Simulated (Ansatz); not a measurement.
**CH2B (doublet): from Hartree-Fock to the top rungs, 6-31G**

How much of the correlation energy of CH2B (doublet) does each wave-function method recover here?

Method: 6-31G, core rule «outside noble gas», up to 2 orbitals frozen; program: Ansatz 0.2.0, Gaussian basis.

The runs, in order: UHF; CCSD(T) on ROHF; CCSD(T) on UHF; BCCD(T) on ROHF; CISD as a restricted active space (open shells left free, so some higher excitations enter); CCSDT(Q) on ROHF; CCSDT(Q) on UHF; CISDTQ; CCSDTQ on ROHF; CASSCF and MRCISD+Q, 9 electrons in 10 orbitals; CASSCF and NEVPT2, 9 electrons in 10 orbitals.

18 further runs of the same task are left out: 6 that didn't finish, 12 set aside as unsound or not needed. Runs told in other sessions of the task aren't counted.

### 1 The geometry

The geometry is a PBE0/def2-TZVP stationary point (not a proven minimum) of the parent state, kept for this charge and spin.

4 atoms, charge 0, spin multiplicity 2.

Atoms are counted from 1 here; the program's logs count them from 0.

Bond lengths: B1–C2 1.505 Å, C2–H3 1.092 Å, C2–H4 1.092 Å. Angles: B1–C2–H3 123.3°, B1–C2–H4 123.3°, H3–C2–H4 113.4°.

As a file:

| atom | x (Å) | y (Å) | z (Å) |
| --- | --- | --- | --- |
| B1 | 0.00000 | 0.00000 | 0.89883 |
| C2 | 0.00000 | 0.00000 | -0.60657 |
| H3 | 0.00000 | -0.91270 | -1.20638 |
| H4 | 0.00000 | 0.91270 | -1.20638 |

### 2 UHF

File in.yaml:

```yaml
crystal:
  periodic: [false, false, false]
  atoms:
    - {symbol: B, position_ang: [0.000000, 0.000000, 0.898833]}
    - {symbol: C, position_ang: [0.000000, 0.000000, -0.606573]}
    - {symbol: H, position_ang: [0.000000, -0.912704, -1.206376]}
    - {symbol: H, position_ang: [0.000000, 0.912704, -1.206376]}
basis:
  gaussian: {orbitals: 6-31G}
magnetization: {spin_polarized: true, initial_magnetization: 1}
hamiltonian: {xc: hf}
output: {orbitals: {seedname: orbitals}}
```

Run with:

```bash
ansatz run in.yaml --threads 1 --pin off --events-out ev --progress --plain --max-ram 2393MiB
```

After this run come: CCSD(T) on ROHF; CCSD(T) on UHF; BCCD(T) on ROHF; CISD as a restricted active space (open shells left free, so some higher excitations enter); CCSDT(Q) on ROHF; CCSDT(Q) on UHF; CISDTQ; CCSDTQ on ROHF; CASSCF and MRCISD+Q, 9 electrons in 10 orbitals; CASSCF and NEVPT2, 9 electrons in 10 orbitals.

**Question.** What will the summary of the whole plan be? Wanted: RCCSDTQ from the RHF energy; RMP2 from RCCSDTQ; UMP2 from RCCSDTQ; RCCSD from RCCSDTQ; RCCSD(T) from RCCSDTQ; UCCSD(T) from RCCSDTQ; RCCSDT(Q) from RCCSDTQ; UCCSDT(Q) from RCCSDTQ; NEVPT2 valence from RCCSDTQ.

**Answer**, as computed:

```
                         quantity                                                                                              value
      RCCSDTQ from the ROHF energy                                                                                         -4.4376 eV
                RMP2 from RCCSDTQ                                                                                    +20.06 kcal/mol
                UMP2 from RCCSDTQ                                                                                    +26.57 kcal/mol
               RCCSD from RCCSDTQ                                                                                     +4.06 kcal/mol
            RCCSD(T) from RCCSDTQ                                                                                     +0.68 kcal/mol
            UCCSD(T) from RCCSDTQ                                                                                     +1.06 kcal/mol
           RCCSDT(Q) from RCCSDTQ                                                                                     -0.02 kcal/mol
           UCCSDT(Q) from RCCSDTQ                                                                                     -0.07 kcal/mol
      NEVPT2 valence from RCCSDTQ                                                                                     +6.58 kcal/mol
    MRCISD+Q valence from RCCSDTQ                                                                                     +0.38 kcal/mol
levels within 1 kcal/mol (43 meV)  RCCSD(T), BCCD(T), RCCSDT, UCCSDT, CISDTQ, RCCSDT(Q), UCCSDT(Q), MRCISD valence, MRCISD+Q valence
                    T1 diagnostic                                                                                              0.030
   effectively unpaired electrons                                                                                               1.10
```

RCCSD(T) misses by +0.68 kcal/mol, 0.7 % of the correlation energy. One determinant dominates. Of the multireference levels listed MRCISD+Q valence comes nearest in total energy (+0.38 kcal/mol), which doesn't show that its space is the better one. These misses are within one basis, not against nature; the frozen cores of restricted and unrestricted runs differ, which can shift their rows.

With open shells the CI space here admits some higher excitations, so it is larger than plain CISD.
